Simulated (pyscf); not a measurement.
Elimination: H₃Si–NH–SiH₂–SiH₃ → SiH₄ + H₂Si=N–SiH₃

Gas phase, singlet surface, charge 0. Bonds broken: Si1–Si3, N2–H8. Bonds formed: Si1–H8. Optimised with ωB97X-D3(BJ)/def2-SVP in PySCF.

Transition state (Å):

```xyz
13

Si    -1.1391    -2.2152     2.7430
N     -0.6602     0.1084     0.4567
Si    -1.8368    -0.0037     1.5771
Si     0.1860     0.7166    -0.8867
H     -1.2569    -3.4988     1.9997
H      0.0669    -2.1926     3.6141
H     -2.3642    -1.9954     3.5694
H     -0.6325    -1.1231     1.4241
H     -1.8542     0.7688     2.8547
H     -3.2319    -0.4520     1.2908
H     -0.6228     1.7072    -1.6726
H      0.5704    -0.3816    -1.8305
H      1.4576     1.4086    -0.4983
```

One imaginary mode, 1589i cm⁻¹; descent along it reached the two sides named.

| bond | change | reactant side (Å) | saddle | product side |
|---|---|---|---|---|
| Si1–Si3 | breaks | 2.336 | 2.596 | 3.5 |
| N2–H8 | breaks | 1.017 | 1.566 | 3.3 |
| Si1–H8 | forms | 3.4 | 1.786 | 1.499 |

Electronic energies relative to the reactant's lowest minimum found (eV):

```json
[
 {"level": "ωB97X-D3(BJ)/def2-TZVP", "barrier": "3.42", "reaction energy": "+2.26", "reverse barrier": "1.16"},
 {"level": "PBE/def2-TZVP", "barrier": "2.90", "reaction energy": "+1.91", "reverse barrier": "0.99"},
 {"level": "r²SCAN/def2-TZVP", "barrier": "3.03", "reaction energy": "+1.98", "reverse barrier": "1.05"},
 {"level": "B3LYP-D3(BJ)/def2-TZVP", "barrier": "3.17", "reaction energy": "+1.91", "reverse barrier": "1.26"},
 {"level": "PBE0-D3(BJ)/def2-TZVP", "barrier": "3.17", "reaction energy": "+2.19", "reverse barrier": "0.98"},
 {"level": "M06-2X/def2-TZVP", "barrier": "3.29", "reaction energy": "+2.03", "reverse barrier": "1.26"},
 {"level": "ωB97M-D3(BJ)/def2-TZVP", "barrier": "3.26", "reaction energy": "+1.95", "reverse barrier": "1.31"},
 {"level": "HF/def2-TZVP", "barrier": "3.83", "reaction energy": "+1.81", "reverse barrier": "2.02"}
]
```

With ωB97M-D3(BJ)/def2-TZVP energies and thermal terms (ideal gas, 1 atm, RRHO with modes under 100 cm⁻¹ raised to 100, one conformer, R ln 2 for chiral ones without a mode under 150 cm⁻¹), in eV:

| T (K) | ΔH‡ | ΔG‡ | ΔH | ΔG |
|---|---|---|---|---|
| 298 | 3.10 | 3.07 | +1.80 | +1.35 |
| 600 | 3.09 | 3.04 | +1.76 | +0.90 |
| 900 | 3.08 | 3.02 | +1.72 | +0.48 |
| 1200 | 3.06 | 3.00 | +1.68 | +0.07 |

At the saddle there is also a short H–Si contact that neither side keeps. H₃Si–NH–SiH₂–SiH₃ lies 0.66 eV over its isomer H₃Si–N(SiH₃)–SiH₃ (electronic energy, ωB97M-D3(BJ)/def2-TZVP). H₂Si=N–SiH₃ lies 0.44 eV over its isomer :HSi–NH–SiH₃ [singlet] (electronic energy, ωB97M-D3(BJ)/def2-TZVP). This is the saddle that the search found; another between the same sides may lie lower.
